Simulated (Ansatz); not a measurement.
A made-up structure of CH$_{2}$BS (charge +1), closed shell:

B1  (-0.772, -0.327, -1.038)
C2  (-0.053, 0.120, 0.075)
S3  (0.523, 0.840, 1.336)
H4  (-1.345, -0.732, -1.975)
H5  (0.416, -0.704, -0.397)
(Å)

It is relaxed with PBE-D4/def2-SVP and then PBE0-D4/def2-TZVP (Ansatz 0.2.0). Atoms count as bonded within 1.22 times the sum of their covalent radii (H–H: 0.88 Å). The end point is not checked to be a true minimum.

(1) Does its bonding change? (A judgement: the text doesn't fix the answer.)

## Answers

(1) Computed: Yes. Formed: B1–S3; broken: B1–H5.

Where it ends: The first stage lowers the energy by 2.37 eV in 25 steps. It ends as CH₂BS ([BH]1[CH][S]1), total charge +1:
```
atom    x (Å)    y (Å)    z (Å)
  B1  -0.8662  -0.0781  -0.8548
  C2   0.3815  -0.4322  -0.1402
  S3  -0.3244   0.8456   0.6092
  H4  -1.7116  -0.1448  -1.6673
  H5   1.2894  -0.9942   0.0540
```

Labels in which every atom is bracketed show which atoms are joined, not bond orders.

For scale, one of the runs: PBE0-D4/def2-TZVP relaxation, 111 basis functions, launched by `ansatz run in.yaml --threads 2 --pin off --events-out ev --progress --plain --max-ram 4352MiB`. Hardware: 2 CPU threads of an Arm Neoverse N1, shared host. Wall time about 16 s.
